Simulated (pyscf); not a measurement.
Optimised with ωB97X-D3(BJ)/def2-SVP in PySCF. MP2 and CC: frozen core, UHF for open shells. ΔMP2 is the change of the MP2 total energy from the triple- to the quadruple-zeta basis.

Cl–Au + H atom (H•) → Au• + hydrogen chloride (HCl)
Surface: doublet. Broken: Au–Cl. Formed: Cl–H. Give ΔE‡ and ΔE from CCSD(T)/def2-TZVPP, relative to the separated reactants.

ΔE‡ = 0.09 eV, ΔE = -1.78 eV. CCSD(T)/def2-TZVPP + ΔMP2(QZVPP) gives 0.09 eV and -1.70 eV. Zero-point energy shifts the barrier by +0.01 eV. It is an atom transfer, with an imaginary mode of 744i cm⁻¹. The reactants may also form a dative adduct at Cl–Au; it and routes through it were not searched. The angle at the transferred Cl is 179°. The CCSD(T) − MP2 part came from Ansatz, without density fitting, on the same reference. The frozen core leaves the outer d or s,p core shells of the metals and heavy elements correlated in the MP2 and CC values, and def2-TZVPP describes them poorly, which can shift differences by a few kcal/mol. Open-shell species with a d-block atom are single-reference here; other states, and whether the spin sits on metal or ligand, were not checked. Elements past Kr carry the def2 core potentials, without spin-orbit coupling.
